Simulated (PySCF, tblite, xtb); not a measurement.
Breaking a bond: HCl, singlet. Each curve is given relative to its own lowest point near equilibrium.

```
R / Å      A      B      C      D
-----  -----  -----  -----  -----
0.95    77.1  117.8   78.2   66.1
1.01    41.9   73.3   45.5   36.4
1.10    13.5   30.8   16.4   12.4
1.14     7.0   18.9    9.0    6.7
1.22     0.7    4.8    1.3    1.0
1.25     0.0    2.1    0.3    0.2
1.28     0.0    0.5    0.0    0.0
1.32     0.8    0.0    0.7    0.4
1.34     1.5    0.3    1.4    0.9
1.40     4.6    3.1    4.7    3.2
1.50    12.0   12.4   12.9    8.9
1.58    19.2   22.7   20.9   14.5
1.74    35.7   45.7   38.2   27.4
1.93    55.3   62.5   58.8   43.2
2.12    72.6   71.1   76.3   57.8
2.30    86.6   75.3   88.2   69.9
2.59   104.2   78.2   97.9   85.2
2.82   114.1   79.1  100.6   93.7
3.11   122.7   79.6  101.8  100.6
3.47   128.8   79.8  102.3      —
3.83       —   79.8  102.5      —
4.50       —   79.8  102.5      —
5.09       —   79.8  102.6      —
```

Energies in kcal/mol.

Problem. Which curve belongs to which method? The methods are GFN1-xTB (xtb 6.7.1); GFN2-xTB, 300 K electronic temperature in tblite; CCSD on UHF/cc-pVTZ, 5 core orbitals frozen in PySCF; unrestricted Hartree-Fock/STO-3G run with PySCF.

Solution. A is GFN1-xTB; B is UHF/STO-3G; C is UCCSD; D is GFN2-xTB.

A dash means that the run gave no value there, or that the column was ended at a point which the program doubted or which failed a test of continuity chosen for this set; such a test can also cut sound points.

The unrestricted determinant behind UHF/STO-3G, UCCSD is spin-contaminated at 1.74 to 5.09 Å (<S²> up to 1.0, against 0.00 for a pure singlet).
